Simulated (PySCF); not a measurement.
## Which determinant of LiN lies lowest?

Unrestricted PBE0; basis Li def2-TZVP, N def2-TZVP; no relativity; PySCF 2.14. Outer shells of the fragments: Li 2s1; N 2s2 2p3.

Followed along the bond (rough minima from three points):

| 2Ms+1 | unpaired | ⟨S²⟩ at the start | R at minimum (Å) | Te (eV) |
| --- | --- | --- | --- | --- |
| 3 | π ↑↑ | 2.01 | 1.86 | 0.00 |
| 3 | σ ↑, π ↑ | 2.02 | 1.71 | 0.26 |
| 1 | π ↑↓ | 1.00 | 1.85 | 0.51 |
| 1 | σ ↓, π ↑ | 1.01 | 1.72 | 0.82 |
| 5 | σ ↑↑, π ↑↑ | 6.00 | none in the scan | ≤ 1.94 |

Solutions found at the starting distance of 1.940 Å, counted from the lowest of them; the search is not exhaustive and high or unbound solutions are not listed, so other states can lie among these:

| 2Ms+1 | unpaired | term | E (eV) | ⟨S²⟩ | ⟨Lz²⟩ | μ (D) |
| --- | --- | --- | --- | --- | --- | --- |
| 3 | π ↑↑ | ³Σ⁻ | 0.00 | 2.01 | 0.00 | -6.93 |
| 3 | σ ↑, π ↑ | ³Π | 0.45 | 2.02 | 1.01 | -6.63 |
| 1 | π ↑↓ | mixed | 0.52 | 1.00 | 2.01 | -6.99 |
| 1 | σ ↓, π ↑ | mixed | 0.99 | 1.01 | 1.02 | -6.74 |
| 5 | σ ↑↑, π ↑↑ | ⁵Σ⁻ | 2.03 | 6.00 | 0.00 | 3.38 |
| 1 | none | mixed | 2.08 | 0.00 | 2.00 | -6.80 |

A term symbol is given only where ⟨S²⟩ and ⟨Lz²⟩ are close to those of a pure state; real π, δ and φ orbitals otherwise mix terms. A positive dipole means Li(−)N(+).

Question: Compare the gap between the two lowest followed solutions at the starting distance with the gap between their minima.

Answer: At PBE0 the second solution (triplet, unpaired electrons σ ↑, π ↑) lies +0.45 eV from the first (triplet, unpaired electrons π ↑↑) at 1.940 Å and +0.26 eV at the minima; the two curves relax by different amounts, since their minima lie near 1.71 and 1.86 Å.

Counting both spins, an empty level lies below a filled one in some of these solutions, because spin and occupation are held.
